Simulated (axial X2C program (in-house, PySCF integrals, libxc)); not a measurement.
## Potential curves of Al₂⁺, with spin–orbit coupling

Calculated with an axial X2C code built on PySCF integrals. Two-component (2c) means X2C with spin–orbit coupling and atomic mean-field two-electron Coulomb and Gaunt terms. Basis: Al dyall-v3z [8s8p2d1f] (cores contracted in-house); Gaussian nuclei, density fitting, unrestricted open shells. Masses: Al 26.982 u.

State: Ω = 1/2 (⟨Sz⟩ = 0.50, ⟨Lz⟩ = 0.00 at HF). Energies in eV from the fragments at the same level (Al+ + Al). Fits are polynomials in 1 − R0/R over 0.85 to 1.23 times the lowest point R0.

```json
{"R (Å)": "2.8475", "HF": "-1.0187", "MP2": "-1.1946"}
{"R (Å)": "2.9784", "HF": "-1.1327", "MP2": "-1.2856"}
{"R (Å)": "3.0766", "HF": "-1.1842", "MP2": "-1.3224"}
{"R (Å)": "3.1748", "HF": "-1.2139", "MP2": "-1.3393"}
{"R (Å)": "3.2730", "HF": "-1.2265", "MP2": "-1.3411"}
{"R (Å)": "3.3876", "HF": "-1.2245", "MP2": "-1.3290"}
{"R (Å)": "3.5021", "HF": "-1.2091", "MP2": "-1.3056"}
{"R (Å)": "3.6494", "HF": "-1.1747", "MP2": "-1.2636"}
{"R (Å)": "3.8294", "HF": "-1.1175", "MP2": "-1.2005"}
{"R (Å)": "4.0913", "HF": "-1.0167", "MP2": "-1.0953"}
```

Correlated methods: 5 electrons correlated (number of frozen shells: Al 2 s, 1 p), 143 virtual spin orbitals or spinors in MP2.

The state is a single determinant with fixed occupations, the lowest that a limited PBE0 search found. Dissociation energies refer to the lowest single-determinant-based atoms at the same level and basis. MP2 and coupled cluster on one determinant become unreliable at the stretched end.

Q: Fit the HF curve near its minimum: give the equilibrium distance, the harmonic wavenumber and the well depth.

A: At HF, 2c: Re = 3.315 Å, ωe ≈ 158 cm⁻¹, De = 1.23 eV to Al+ + Al; Be follows as 0.114 cm⁻¹.

Q: What are Re, ωe and De at the MP2 level?

A: At MP2, 2c: Re = 3.237 Å, ωe ≈ 162 cm⁻¹, De = 1.34 eV to Al+ + Al; Be follows as 0.119 cm⁻¹.
